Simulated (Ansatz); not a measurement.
## BH2 (SMILES [BH2]): methods side by side

BH2 has 3 atoms, charge 0, and is taken as a doublet. As SMILES, `[BH2]`. Geometry: optimised at PBE0/def2-SVP.

| atom | x (Å) | y (Å) | z (Å) |
| --- | --- | --- | --- |
| B | 0.2695 | -0.1705 | 0.1319 |
| H | 0.2942 | 1.0258 | 0.2732 |
| H | -0.5637 | -0.8553 | -0.4051 |

Each level gives the adiabatic ionisation energy (to the singlet cation, shapes relaxed at PBE0/def2-SVP, no zero-point term) (eV). The values are calculated.

```tsv
level	kind	program	value (eV)	less CCSD(T)/def2-TZVPP
UBLYP/def2-TZVPP	GGA	Ansatz	8.22	+0.10
UPBE/def2-TZVPP	GGA	Ansatz	8.38	+0.26
U-r2SCAN/def2-TZVPP	meta-GGA	Ansatz	8.47	+0.35
UPBE0-D4/def2-TZVPP	global hybrid	Ansatz	8.36	+0.24
UCAM-B3LYP/def2-TZVPP	range-separated hybrid	Ansatz	8.34	+0.22
UB2PLYP/def2-TZVPP	double hybrid	Ansatz	8.16	+0.04
RPA@PBE/def2-TZVPP	RPA	Ansatz	8.45	+0.33
UMP2/def2-TZVPP	perturbation theory	Ansatz	8.04	-0.08
UCCSD(T)/def2-TZVPP	coupled cluster or CI	Ansatz	8.12	0.00
```

UCCSD(T)/def2-TZVPP is the highest level here, not the true value. The values span 8.04 to 8.47 eV.
